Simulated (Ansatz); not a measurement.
# SiC, pressure series

The reference is SiC in the zinc blende structure (space group F-43m, No. 216; a = 4.380 Å).

Cell and atoms are relaxed at each pressure.

Method: Ansatz (a first-principles code), PBE, PAW, cutoff 420 eV, no spin-orbit coupling.

```json
[
 {"pressure (GPa)": "-2", "volume per atom (Å³/atom)": "10.602"},
 {"pressure (GPa)": "-1", "volume per atom (Å³/atom)": "10.551"},
 {"pressure (GPa)": "0", "volume per atom (Å³/atom)": "10.502"},
 {"pressure (GPa)": "0.9", "volume per atom (Å³/atom)": "10.458"},
 {"pressure (GPa)": "4.5", "volume per atom (Å³/atom)": "10.291"},
 {"pressure (GPa)": "9", "volume per atom (Å³/atom)": "10.098"},
 {"pressure (GPa)": "15", "volume per atom (Å³/atom)": "?"},
 {"pressure (GPa)": "22.5", "volume per atom (Å³/atom)": "9.607"},
 {"pressure (GPa)": "30", "volume per atom (Å³/atom)": "9.377"}
]
```

### Question
Fit the third-order Birch–Murnaghan form P(V) = (3B₀/2)[(V₀/V)^(7/3) − (V₀/V)^(5/3)]·[1 + (3/4)(B₀′ − 4)((V₀/V)^(2/3) − 1)] (squares taken in P) to the rows shown and predict the withheld row.

### Answer
Least squares on the printed values gives V₀ = 10.502 Å³/atom, B₀ = 213 GPa, B₀′ = 3.8; this predicts 9.866 Å³/atom, and the run gives 9.866 Å³/atom, in agreement.

Measured bulk modulus of SiC: 229.1 GPa (static lattice; corrected from measurement; as listed in Daniel Mejia-Rodriguez, S. B. Trickey, Phys. Rev. B (2018)); the computed value is 7 % below it.

Load acts through the strain it causes; cell and atoms are relaxed under it. Stability against distortions was not tested. No other phases were tried under pressure.
